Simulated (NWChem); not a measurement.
Everything below was run with NWChem. System: CH₂Cl₂, charge 0, spin multiplicity 1, displaced from the optimised geometry. Level: LDA (SVWN5)/def2-TZVP.

Job file:

```
start mol
memory heap 200 mb stack 900 mb global 1100 mb
geometry units angstroms nocenter noautoz
  Cl     1.523573     0.000000     0.220139
  C      0.000000     0.000000    -0.777316
  Cl    -1.523573     0.000000     0.220139
  H      0.000000     0.920651    -1.410424
  H      0.000000    -0.920651    -1.410424
  symmetry group C2v
end
basis spherical
  * library def2-tzvp
end
dft
  xc slater vwn_5
  semidirect memsize 60000000 filesize 0
  iterations 100
  grid fine
end
task dft gradient
```

NWChem printed:

```
             Northwest Computational Chemistry Package (NWChem) 7.3.0
             --------------------------------------------------------

                                NWChem Input Module
                                -------------------

 Scaling coordinates for geometry "geometry" by  1.889725989
 (inverse scale =  0.529177249)

 Turning off AUTOSYM since
 SYMMETRY directive was detected!

                             Geometry "geometry" -> ""
                             -------------------------

 Output coordinates in angstroms (scale by  1.889725989 to convert to a.u.)

  No.       Tag          Charge          X              Y              Z
 ---- ---------------- ---------- -------------- -------------- --------------
    1 Cl                  17.0000     1.52357300     0.00000000     0.22013900
    2 C                    6.0000     0.00000000     0.00000000    -0.77731600
    3 Cl                  17.0000    -1.52357300     0.00000000     0.22013900
    4 H                    1.0000     0.00000000     0.92065100    -1.41042400
    5 H                    1.0000     0.00000000    -0.92065100    -1.41042400

 Effective nuclear repulsion energy (a.u.)     130.3459673830

            Nuclear Dipole moment (a.u.)
            ----------------------------
        X                 Y               Z
 ---------------- ---------------- ----------------
     0.0000000000     0.0000000000    -0.0000340151

      Symmetry information
      --------------------

 Group name             C2v
 Group number             16
 Group order               4
 No. of unique centers     3

      Symmetry unique atoms

     1    2    4


 Summary of "ao basis" -> "" (spherical)
 ------------------------------------------------------------------------------
       Tag                 Description            Shells   Functions and Types
 ---------------- ------------------------------  ------  ---------------------
 *                         def2-tzvp                  on all atoms

                                 NWChem DFT Module
                                 -----------------
[...]
     2   0 0 2    -22.103080    -27.570556    -27.570556     33.038033

            General Information
            -------------------
          SCF calculation type: DFT
          Wavefunction type:  closed shell.
          No. of atoms     :     5
          No. of electrons :    42
           Alpha electrons :    21
            Beta electrons :    21
          Charge           :     0
          Spin multiplicity:     1
          Use of symmetry is: on ; symmetry adaption is: on
          Maximum number of iterations: 100
          AO basis - number of functions:   117
                     number of shells:    45
          Convergence on energy requested:  1.00D-06
          Convergence on density requested:  1.00D-05
          Convergence on gradient requested:  5.00D-04

              XC Information
              --------------
                        Slater Exchange Functional  1.000 local
                      VWN V Correlation Functional  1.000 local

             Grid Information
             ----------------
          Grid used for XC integration:  fine
          Radial quadrature: Mura-Knowles
          Angular quadrature: Lebedev.
          Tag              B.-S. Rad. Rad. Pts. Rad. Cut. Ang. Pts.
          ---              ---------- --------- --------- ---------
          Cl                  1.00      123          10.0       770
          C                   0.70       70           8.0       590
          H                   0.35       60           8.0       590
          Grid pruning is: on
          Number of quadrature shells:   253
          Spatial weights used:  Erf1

          Convergence Information
          -----------------------
          Convergence aids based upon iterative change in
          total energy or number of iterations.
          Levelshifting, if invoked, occurs when the
          HOMO/LUMO gap drops below (HL_TOL):  1.00D-02
          DIIS, if invoked, will attempt to extrapolate
          using up to (NFOCK): 10 stored Fock matrices.

                    Damping( 0%)  Levelshifting(0.5)       DIIS
                  --------------- ------------------- ---------------
          dE  on:    start            ASAP                start
          dE off:    2 iters        100 iters           100 iters

      Screening Tolerance Information
      -------------------------------
          Density screening/tol_rho:  1.00D-10
          AO Gaussian exp screening on grid/accAOfunc:  14
          CD Gaussian exp screening on grid/accCDfunc:  20
          XC Gaussian exp screening on grid/accXCfunc:  20
          Schwarz screening/accCoul:  1.00D-08

                            NWChem DFT Gradient Module
                            --------------------------

  charge          =   0.00
  wavefunction    = closed shell

  Using symmetry

                         DFT ENERGY GRADIENTS

    atom               coordinates                        gradient
                 x          y          z           x          y          z
   1 Cl      2.879135   0.000000   0.416002    0.023536   0.000000   0.013379
   2 C       0.000000   0.000000  -1.468914    0.000000   0.000000  -0.007303
   3 Cl     -2.879135   0.000000   0.416002   -0.023536   0.000000   0.013379
   4 H       0.000000   1.739778  -2.665315    0.000000   0.009295  -0.009728
   5 H       0.000000  -1.739778  -2.665315   -0.000000  -0.009295  -0.009728

                 ----------------------------------------
                 |  Time  |  1-e(secs)   |  2-e(secs)   |
                 ----------------------------------------
                 |  CPU   |       0.01   |       5.90   |
                 ----------------------------------------
                 |  WALL  |       0.01   |       5.90   |
                 ----------------------------------------

 Task  times  cpu:        9.4s     wall:        9.4s

 Total times  cpu:        9.4s     wall:        9.4s
```
